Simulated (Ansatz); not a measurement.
# C2H6Si: the cost of one run

The runs use Ansatz 0.2.0, Gaussian basis; PBE0-D4/def2-TZVP structures, single points in def2-TZVPP, no counterpoise correction.

Levels: SPW92, PBE-D4, BLYP-D4, r2SCAN-D4, B97M-V, PBE0-D4, B3LYP-D4, r2SCAN0-D4, BHLYP-D4, CAM-B3LYP-D4, wB97X-V, wB97M-V, B2PLYP, PBE-QIDH, Hartree-Fock, MP2, CCSD, CCSD(T).

Correlated methods freeze the cores. Orbitals are unrestricted. B3LYP uses VWN-RPA correlation. B2PLYP carries no dispersion term here.

56 further runs of the same task are left out: 56 set aside as unsound or not needed.

**1. The starting structure**

The complex: 10 atoms, charge 0, spin multiplicity 2.

Atoms are counted from 1 here; the program's logs count them from 0.

Bond lengths: Si2–C3 1.859 Å, Si2–H5 1.487 Å, Si2–H6 1.489 Å, Si2–H7 1.488 Å, C3–C4 1.330 Å, C3–H8 1.089 Å, C4–H9 1.087 Å, C4–H10 1.087 Å. Angles: C3–Si2–H5 109.0°, C3–Si2–H6 110.8°, C3–Si2–H7 110.9°, H5–Si2–H6 109.3°, H5–Si2–H7 109.3°, H6–Si2–H7 107.5°, Si2–C3–C4 123.1°, Si2–C3–H8 118.8°, C4–C3–H8 118.1°, C3–C4–H9 121.7°, C3–C4–H10 122.2°, H9–C4–H10 116.1°.

Geometry (Å):

```xyz
10

H    -2.08673    2.07797    0.32232
Si    1.10142    0.71269   -0.13001
C     0.12232   -0.75237    0.46296
C    -0.92165   -1.24477   -0.19798
H     0.52458    1.19415   -1.41314
H     2.52841    0.34440   -0.33918
H     1.06556    1.81454    0.86999
H     0.41220   -1.23449    1.39570
H    -1.26259   -0.80995   -1.13363
H    -1.48341   -2.10205    0.16286
```

Its parts: H radical holds atoms 1; C2H6Si holds atoms 2, 3, 4, 5, 6, 7, 8, 9, 10. Each part counts its atoms afresh in its own runs.

**2. Relaxing C2H6Si alone**

The input, relax-b/in.yaml:

```yaml
crystal:
  periodic: [false, false, false]
  atoms:
    - {symbol: Si, position_ang: [1.101418, 0.712687, -0.130012]}
    - {symbol: C, position_ang: [0.122322, -0.752373, 0.462955]}
    - {symbol: C, position_ang: [-0.921653, -1.244774, -0.197975]}
    - {symbol: H, position_ang: [0.524578, 1.194146, -1.413137]}
    - {symbol: H, position_ang: [2.528412, 0.344402, -0.339177]}
    - {symbol: H, position_ang: [1.065559, 1.814536, 0.869995]}
    - {symbol: H, position_ang: [0.412196, -1.234489, 1.395700]}
    - {symbol: H, position_ang: [-1.262594, -0.809954, -1.133626]}
    - {symbol: H, position_ang: [-1.483411, -2.102047, 0.162856]}
basis:
  gaussian: {orbitals: def2-TZVP}
hamiltonian: {xc: pbe0, dispersion: d4}
relax: {f_tol: 0.005, max_steps: 200}
```

The run is started by

```console
> ansatz run in.yaml --threads 4 --pin off --events-out ev --progress --plain --max-ram 9574MiB
```

**Question.** How long does this run take on 4 threads of Intel Xeon at 2.50GHz, shared host?

About 6.5 s.
